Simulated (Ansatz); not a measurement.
# CH₄NSi (doublet): HSE06, B2PLYP, RPA-PBE over a scan of the distance Si1–H5 along a hydrogen transfer, cc-pVDZ

The task here is to estimate one member of a computed series from the others.

Method: cc-pVDZ, all electrons in the functionals, frozen cores in the correlation of double hybrids and RPA; program: Ansatz 0.2.0, Gaussian basis.

Plan: HSE06, B2PLYP, RPA-PBE, at 1.485 Å; 1.538 Å; 1.644 Å; 1.751 Å; 1.857 Å.

### What is computed

The geometry derives from fragments relaxed apart (PBE0/def2-TZVP) and kept rigid, so it is no stationary point. A hydrogen atom is moved between rigid fragments.

7 atoms, charge 0, spin multiplicity 2.

Atoms are counted from 1 here; the program's logs count them from 0.

Bond lengths: Si1–H2 1.485 Å, Si1–H3 1.485 Å, Si1–H4 1.485 Å, Si1–H5 1.485 Å, N6–C7 1.160 Å. Angles: H2–Si1–H3 109.5°, H2–Si1–H4 109.5°, H2–Si1–H5 109.5°, H3–Si1–H4 109.5°, H3–Si1–H5 109.5°, H4–Si1–H5 109.5°.

No dispersion term is added. HSE06 is the plane-wave form.

The geometry shown and the zero of energy belong to the point 1.485 Å. The yardstick, UCCSDT(Q), and other wave-function levels (R restricted, U unrestricted, valence and pair active spaces) come from earlier runs.

The first run:

The input, in.yaml:

```yaml
crystal:
  periodic: [false, false, false]
  atoms:
    - {symbol: Si, position_ang: [-1.598396, 0.000000, 0.000000]}
    - {symbol: H, position_ang: [-2.093268, 1.399708, 0.000000]}
    - {symbol: H, position_ang: [-2.093268, -0.699854, 1.212183]}
    - {symbol: H, position_ang: [-2.093268, -0.699854, -1.212182]}
    - {symbol: H, position_ang: [-0.113781, 0.000000, 0.000000]}
    - {symbol: N, position_ang: [2.508688, 0.000000, 0.000000]}
    - {symbol: C, position_ang: [1.348604, 0.000000, 0.000000]}
basis:
  gaussian: {orbitals: cc-pVDZ}
magnetization: {spin_polarized: true, initial_magnetization: 1}
hamiltonian: {xc: {name: HSE06}}
```

Launch:

```
> ansatz run in.yaml --threads 1 --pin off --events-out ev --progress --plain --max-ram 2816MiB --backend cpu
```

Among the steps run: HSE06, 1.485 Å; HSE06, 1.538 Å; HSE06, 1.644 Å; HSE06, 1.751 Å; HSE06, 1.857 Å; B2PLYP, 1.485 Å; B2PLYP, 1.538 Å; B2PLYP, 1.644 Å; B2PLYP, 1.751 Å; B2PLYP, 1.857 Å; RPA-PBE, 1.485 Å; RPA-PBE, 1.538 Å; RPA-PBE, 1.644 Å; RPA-PBE, 1.751 Å; RPA-PBE, 1.857 Å.

One table of the session follows, with a row left open; its other results are not shown here.

It belongs to the step «Against the wave-function levels». 

```
    level  1.538 Å  1.644 Å  1.751 Å  1.857 Å
UCCSDT(Q)   -0.123   -0.361   -0.597   -0.722
    HSE06   -0.147   -0.410   -0.641   -0.745
   B2PLYP   -0.133   -0.383   -0.621   -0.745
  RPA-PBE        ?        ?        ?        ?
```

**Question.** Estimate the row for RPA-PBE.

The run gave: 1.538 Å: -0.119; 1.644 Å: -0.343; 1.751 Å: -0.562; 1.857 Å: -0.670. In the column «1.538 Å» it is the highest.
